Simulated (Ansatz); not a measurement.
Geometry optimisation, RKS revPBE-D4/def2-mTZVP (Ansatz).

The input (input.yaml):

```yaml
crystal:
  periodic: [false, false, false]
  atoms:
    - { symbol: B, position_ang: [0.035809, -0.236081, -0.044303] }
    - { symbol: H, position_ang: [0.109534, -0.384219, 1.140009] }
    - { symbol: Cl, position_ang: [1.488622, -0.511017, -0.985714] }
    - { symbol: H, position_ang: [-0.98513, 0.025371, -0.604339] }
    - { symbol: Cl, position_ang: [0.311152, 2.579548, 1.124371] }
    - { symbol: H, position_ang: [0.278013, 1.378098, 1.724676] }
basis:
  gaussian: { orbitals: def2-mTZVP }
hamiltonian:
  xc: revpbe
  dispersion: d4
relax:
  f_tol: 0.03
  max_steps: 50
```

Launched with:

```bash
$ ansatz run input.yaml --threads 1 --pin off --max-ram 2048MiB --backend cpu --events-out ev --progress --plain --runs-dir out
```

Problem. Where does it end, and by what steps?

Solution. The forces met the threshold. The force dipped under the threshold on the way, but the program's further checks kept it going. After 19 steps the energy has fallen by 0.093 eV; H6 moved furthest, 0.82 Å.

```json
{"step": "0", "energy less start (eV)": "0.0000", "largest force component (eV/Å)": "0.857", "accepted": "yes"}
{"step": "1", "energy less start (eV)": "-0.0386", "largest force component (eV/Å)": "0.508", "accepted": "yes"}
{"step": "2", "energy less start (eV)": "-0.0375", "largest force component (eV/Å)": "0.800", "accepted": "no"}
{"step": "3", "energy less start (eV)": "-0.0474", "largest force component (eV/Å)": "0.342", "accepted": "yes"}
{"step": "4", "energy less start (eV)": "-0.0613", "largest force component (eV/Å)": "0.168", "accepted": "yes"}
{"step": "5", "energy less start (eV)": "-0.0676", "largest force component (eV/Å)": "0.083", "accepted": "yes"}
{"step": "6", "energy less start (eV)": "-0.0515", "largest force component (eV/Å)": "1.066", "accepted": "no"}
{"step": "7", "energy less start (eV)": "-0.0769", "largest force component (eV/Å)": "0.066", "accepted": "yes"}
{"step": "8", "energy less start (eV)": "-0.0800", "largest force component (eV/Å)": "0.406", "accepted": "yes"}
{"step": "9", "energy less start (eV)": "-0.0875", "largest force component (eV/Å)": "0.011", "accepted": "yes"}
{"step": "10", "energy less start (eV)": "-0.0878", "largest force component (eV/Å)": "0.099", "accepted": "yes"}
{"step": "11", "energy less start (eV)": "-0.0556", "largest force component (eV/Å)": "0.889", "accepted": "no"}
{"step": "12", "energy less start (eV)": "-0.0891", "largest force component (eV/Å)": "0.019", "accepted": "yes"}
{"step": "13", "energy less start (eV)": "-0.0884", "largest force component (eV/Å)": "0.304", "accepted": "no"}
{"step": "14", "energy less start (eV)": "-0.0898", "largest force component (eV/Å)": "0.071", "accepted": "yes"}
{"step": "15", "energy less start (eV)": "-0.0902", "largest force component (eV/Å)": "0.133", "accepted": "yes"}
{"step": "16", "energy less start (eV)": "-0.0905", "largest force component (eV/Å)": "0.143", "accepted": "yes"}
{"step": "17", "energy less start (eV)": "-0.0927", "largest force component (eV/Å)": "0.020", "accepted": "yes"}
{"step": "18", "energy less start (eV)": "-0.0924", "largest force component (eV/Å)": "0.143", "accepted": "no"}
{"step": "19", "energy less start (eV)": "-0.0933", "largest force component (eV/Å)": "0.024", "accepted": "yes"}
```

```xyz
6
Properties=species:S:1:pos:R:3
B -0.022 -0.321 -0.112
H -0.122 -0.736 1.005
Cl 1.574 -0.390 -0.872
H -0.949 0.023 -0.782
Cl -0.008 2.330 1.068
H 0.766 1.946 2.048
```

Whether the end is a true minimum wasn't checked by a vibrational analysis.

Time of the run: 33 s on 1 thread of Arm Neoverse V1, on a shared host, peak memory 0.12 GiB.
